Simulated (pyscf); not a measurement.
Single points on ωB97X-D3(BJ)/def2-SVP structures (PySCF, gas phase).

Q: For the elementary gas-phase step [H₃C–CH(CH₃)–Mo(Cl)(Cl)(Cl)–Cl]• + hydrogen chloride (HCl) -> propane (H₃C–CH₂–CH₃) + [Cl–Mo(Cl)(Cl)(Cl)–Cl]• (doublet surface; C–Mo, Cl–H broken, C–H, Cl–Mo formed), what barrier and reaction energy does ωB97M-D3(BJ)/def2-TZVP give, measured from the separated reactants?

A: ΔE‡ = 0.82 eV, ΔE = -0.73 eV. Zero-point energy shifts the barrier by +0.01 eV. It is a four-centre exchange, with an imaginary mode of 800i cm⁻¹. On the reactant side the descent ends in a complex (not fully relaxed), 0.22 eV under the separated species and 1.10 eV under the saddle at ωB97X-D3(BJ)/def2-TZVP. On the product side the descent ends in a complex (not fully relaxed), 0.18 eV under the separated species and 1.83 eV under the saddle at ωB97X-D3(BJ)/def2-TZVP. At the saddle there is also a short H–Mo contact that neither side keeps. One saddle was located; it need not be the lowest between these sides. Open-shell species with a d-block atom are single-reference here; other states, and whether the spin sits on metal or ligand, were not checked. Elements past Kr carry the def2 core potentials, without spin-orbit coupling.
